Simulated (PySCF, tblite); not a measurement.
A database entry of computed molecular properties. Lists by class give the value and the number of equivalent atoms.

```json
{
 "formula": "C3H6O",
 "smiles": "C[C]OC",
 "inchi": "InChI=1S/C3H6O/c1-3-4-2/h1-2H3",
 "charge": 0,
 "multiplicity": 3,
 "geometry_level": "GFN2-xTB",
 "atoms_angstrom": [
  ["C", 1.634, -0.078, 0.23],
  ["C", 0.366, -0.825, 0.237],
  ["O", -0.861, -0.355, 0.454],
  ["C", -1.613, 0.133, -0.663],
  ["H", 2.471, -0.77, 0.295],
  ["H", 1.75, 0.504, -0.696],
  ["H", 1.689, 0.621, 1.074],
  ["H", -1.623, -0.6, -1.474],
  ["H", -1.179, 1.068, -1.028],
  ["H", -2.626, 0.306, -0.304]
 ],
 "electronic_structure_code": "PySCF",
 "results": {
  "GFN2-xTB geometry": {
   "point_group": "C1",
   "rotational_constants_GHz": [24.633, 4.649, 4.296]
  },
  "GFN2-xTB harmonic vibrations, gas phase": {
   "strongest_ir_bands_cm-1_km_per_mol_modes": [
    [1308.4, 117.0, 1],
    [2839.1, 40.4, 1],
    [2879.9, 32.7, 1],
    [2943.7, 35.1, 1],
    [2956.7, 28.5, 1],
    [3022.7, 17.4, 1]
   ],
   "zpe_kcal_per_mol": 49.6
  },
  "UKS B3LYP, pcH-1 on C H O, non-relativistic, mean-field spin-orbit, GIAO": {
   "g_iso": 2.0025,
   "g_tensor": [2.002, 2.00253, 2.00298],
   "s2": 2.005,
   "a_iso_by_class_MHz": [
    ["13C", 306.0, 1],
    ["17O", -58.8, 1],
    ["1H", 50.0, 3],
    ["13C", 48.6, 1],
    ["13C", 40.2, 1]
   ],
   "spin_populations_mulliken_by_atom": [-0.05, 1.7, 0.13, 0.04, 0.01, 0.07, 0.07, 0.02, 0.01, 0.0]
  }
 }
}
```

The rotational constants make it an asymmetric top with κ = (2B − A − C)/(A − C) = -0.97, nearer the prolate limit (−1). g_iso is shifted by about +190 ppm from the free-electron value 2.002319; the principal values span 0.0010. With B = h/(8π²I), that is 505.379 GHz u Å² over I, the principal moments of inertia are 20.5, 108.7 and 117.7 u Å² (most abundant isotopes).

This triplet need not be the ground state; the singlet was not compared here. In GFN2-xTB open shells enter through the occupations alone, without spin polarisation, so single modes can be far off. Hyperfine couplings depend on the geometry, which wasn't re-optimised at a DFT level. Couplings of like nuclei are plain means over topologically equivalent atoms, as if these changed places fast (by rotation of a methyl-like group, say); in this geometry the members of some sets differ.

For the vibration job (GFN2-xTB), the run took 0.32 s on an Intel Xeon at 2.50 GHz with one thread, no GPU (shared host).

The values belong to the conformer `[CH3:1][C:2][O:3][CH3:4]`: C1–C2–O3–C4 88°.
